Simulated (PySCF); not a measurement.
Species: C5H8.
SMILES: `CC1=C[C@@H]1C`

A PySCF run (density fitting, gas phase, GFN2-xTB geometry) gave HOMO -3.82 eV, LUMO 2.50 eV, dipole 0.74 D and E = -192.749 Eh.

Question: Which of these levels was it?
A. HCTH407/cc-pVDZ
B. B3LYP/def2-SVPD
C. PBE0/pcSseg-1
D. BLYP/STO-3G
E. PBE0/MINI

Answer: D. It is BLYP/STO-3G. All candidates on this geometry:

```tsv
level and settings	kind	basis functions	SCF cycles	E (Eh)	HOMO (eV)	LUMO (eV)	dipole (D)
HCTH407/cc-pVDZ, damping 0.2 at the start, DIIS from the seventh cycle	GGA	110	15	-195.2814	-5.70	-0.42	0.86
BLYP/STO-3G	GGA	33	12	-192.7492	-3.82	2.50	0.74
B3LYP/def2-SVPD	global hybrid	164	13	-195.1320	-6.61	0.17	0.81
PBE0/pcSseg-1	global hybrid	125	13	-194.9936	-6.80	0.55	0.82
PBE0/MINI	global hybrid	33	12	-193.3740	-9.26	-1.28	0.68
```

The nearest other candidate, by the summed differences of HOMO and LUMO, is HCTH407/cc-pVDZ: its HOMO differs by -1.88 eV and its LUMO by -2.92 eV. Cycle counts include a coarse-grid stage where the run had one.
